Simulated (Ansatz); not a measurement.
## Structure relaxation of Ga2As3

All numbers below come from DFT PBE, scalar-relativistic, plane waves, PAW (Ansatz 0.2.0). Cutoff 420 eV, Γ-centred k mesh, Gaussian smearing, no spin polarisation in the final step.

The start puts Ga2As3 on the corundum structure type (R-3c, No. 167), with Ga in place of Al, As in place of O, at a guessed volume.

```yaml
crystal:
  lattice:
    - [3.15823, 1.82340, 5.74845]
    - [-3.15823, 1.82340, 5.74845]
    - [0.00000, -3.64681, 5.74845]
  atoms:
    - { symbol: Ga, position: [0.85218, 0.85218, 0.85218] }
    - { symbol: Ga, position: [0.64782, 0.64782, 0.64782] }
    - { symbol: Ga, position: [0.14782, 0.14782, 0.14782] }
    - { symbol: Ga, position: [0.35218, 0.35218, 0.35218] }
    - { symbol: As, position: [0.05625, 0.44375, 0.75000] }
    - { symbol: As, position: [0.75000, 0.05625, 0.44375] }
    - { symbol: As, position: [0.44375, 0.75000, 0.05625] }
    - { symbol: As, position: [0.94375, 0.55625, 0.25000] }
    - { symbol: As, position: [0.25000, 0.94375, 0.55625] }
    - { symbol: As, position: [0.55625, 0.25000, 0.94375] }
```

Cell and atoms relax at zero pressure; the relaxation can't lower the symmetry of the start. After a coarse first stage the cell is made exact in the group found at 0.06 Å.

Energies over the elements count from the elements' standard structures at the same level, with no empirical corrections.

Which crystal results?

It keeps R-3c (No. 167). The result has the corundum structure. Conventional cell: a = 6.151 Å, c = 21.330 Å. Around Ga lie 6 As at 2.67–2.73 Å; As has 4 Ga at 2.67–2.73 Å and 2 As at 2.75 Å.

```cif
data_structure
_symmetry_space_group_name_H-M 'R-3c:H'
_symmetry_Int_Tables_number 167
_cell_length_a 6.1512
_cell_length_b 6.1512
_cell_length_c 21.3305
_cell_angle_alpha 90.000
_cell_angle_beta 90.000
_cell_angle_gamma 120.000
_cell_volume 698.97
loop_
_atom_site_label
_atom_site_type_symbol
_atom_site_symmetry_multiplicity
_atom_site_Wyckoff_symbol
_atom_site_fract_x
_atom_site_fract_y
_atom_site_fract_z
_atom_site_occupancy
Ga1 Ga 12 c 0.00000 0.00000 0.35447 1
As1 As 18 e 0.25771 0.00000 0.25000 1
```

What are its volume, energy, density and gap?

The volume per atom is 23.30 Å³ and the density is 5.19 g/cm³. The energy over the elements is 0.16 eV/atom and the gap on the 6×6×6 mesh is 0 eV (a metal).

The final run used a 6×6×6 mesh on its 10-atom cell and 0.10 eV smearing. The k mesh leaves about 4 meV/atom of noise in metals. Symmetry constrained the relaxation, so the result can be a saddle point. The steps took about 3 core-minutes in all.